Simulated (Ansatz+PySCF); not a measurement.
Values are calculated unless marked as measured or tabulated.
## Ansatz (development build ahead of 0.2.0) run

```yaml
crystal:
  periodic: [false, false, false]
  atoms:
    - { symbol: F, position_ang: [0.0, -0.38427, -1.19406] }
    - { symbol: H, position_ang: [0.0, 0.45522, -0.79862] }
    - { symbol: F, position_ang: [0.0, 0.38427, 1.19406] }
    - { symbol: H, position_ang: [0.0, -0.45522, 0.79862] }
basis:
  gaussian: { orbitals: def2-SVP }
hamiltonian:
  xc: hf
correlation:
  method: mp2
  frozen_orbitals: { F: 1, H: 0 }
scf:
  omitted_lower_state_checks: [starts, atomic_configurations, cluster_reference, orbital_swaps, given_window_search, neighbouring_geometries, increment]
```

The input is written out in the form of the current development build from the run's settings.

The run gave:

```yaml
Converged: yes
Reference_energy: -199.87187 hartree
Correlation_energy: -0.40320 hartree
Total_energy: -200.27507 hartree
Spin_squared_of_the_determinant: 0.000
Stability_test: minimum among restricted orbitals
```
